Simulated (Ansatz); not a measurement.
System: rock-salt MgS. Method: PBE-D3(BJ) (Ansatz, an electronic-structure program, PAW).

Run with plane-wave cutoff 520 eV, 12×12×12 k mesh, Fermi–Dirac smearing 0.01 eV, scalar-relativistic PAW data made under PBE.

Equation-of-state points:

| V (Å³/atom) | E − E_lowest (meV/atom) | P (GPa) |
|---|---|---|
| 16.095 | 17.35 | 5.69 |
| 16.438 | 7.45 | 3.60 |
| 16.780 | 1.81 | 1.71 |
| 17.123 | 0.00 | 0.01 |
| 17.465 | 1.66 | -1.54 |
| 17.808 | 6.46 | -2.93 |
| 18.150 | 14.09 | -4.19 |

### Question
Estimate the bulk modulus from the pressures at 16.780 and 17.465 Å³/atom, and compare it with a fit to all energies.

### Answer
B = −V dP/dV. Between V = 16.780 and 17.465 Å³/atom, dP/dV = (-1.54 − (1.71))/(17.465 − 16.780) = -4.74 GPa per Å³/atom; at the midpoint 17.123 Å³/atom this gives B ≈ 81.2 GPa. The third-order Birch–Murnaghan fit gives V0 = 17.124 Å³/atom, B0 = 81.0 GPa, B′ = 4.1, which lies within 1 % of that estimate.

Measured, for comparison: bulk modulus 81 GPa, equilibrium volume per atom 17.45 Å³/atom (corrected for zero-point motion; as tabulated in Goldzak et al. (2022), arXiv:2208.04865). Computed (rounded) less measured: bulk modulus 0.0 %, equilibrium volume per atom -1.9 %.
